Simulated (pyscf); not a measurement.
A first-order saddle from PySCF, ωB97X-D3(BJ)/def2-SVP:

```
O
P 1 1.6477
Si 1 1.6875 2 127.51
H 2 1.4332 1 93.67 3 167.18
H 3 1.4858 1 104.87 2 155.42
H 3 1.4863 5 110.18 1 -118.62
H 3 1.4887 5 110.22 6 -122.22
H 2 1.6689 4 74.47 1 114.96
Si 8 1.6607 2 90.82 4 -164.54
H 9 1.5019 8 87.40 2 -109.59
H 9 1.5086 10 105.12 8 78.66
```

Surface: singlet, charge 0. Lowest wavenumbers (cm⁻¹): 508i, 87, 132, 170, 242.

Task: Name the species on either side of this saddle.

Result: H₃Si–O–PH₂ (SMILES [SiH3]OP) + SiH₂ (SMILES [SiH2]) [singlet] ⇌ H₃Si–O–PH–SiH₃ (SMILES [SiH3]OP[SiH3]), an insertion read from left to right: H–P broken and P–Si, H–Si formed. At CCSD(T)/def2-TZVPP + ΔMP2(QZVPP) it lies -5.0 kcal/mol from the left side and +51.6 kcal/mol from the right (each side as separated species at their lowest minima found). On the reactant side the descent ends in an adduct with a P–Si contact, 12.1 kcal/mol under the separated species and 2.7 kcal/mol under the saddle at ωB97X-D3(BJ)/def2-TZVP. At CCSD(T) the saddle lies under the separated reactants, which points to a path from their complex (located at ωB97X-D3(BJ) alone). What is counted as formed (P–Si) is already present as a longer contact in the reactant adduct; forming that adduct is a step of its own. At ωB97X-D3(BJ)/def2-TZVP the barrier from the zero used here is -9.4 kcal/mol. H₃Si–O–PH₂ lies 5.7 kcal/mol over its isomer HO–SiH₂–PH₂ (electronic energy, ωB97M-D3(BJ)/def2-TZVP). H₃Si–O–PH–SiH₃ lies 29.6 kcal/mol over its isomer H₃Si–O–SiH₂–PH₂ (electronic energy, ωB97M-D3(BJ)/def2-TZVP). This is the saddle that the search found; another between the same sides may lie lower. The CCSD(T) − MP2 part came from Ansatz, without density fitting, on the same reference.
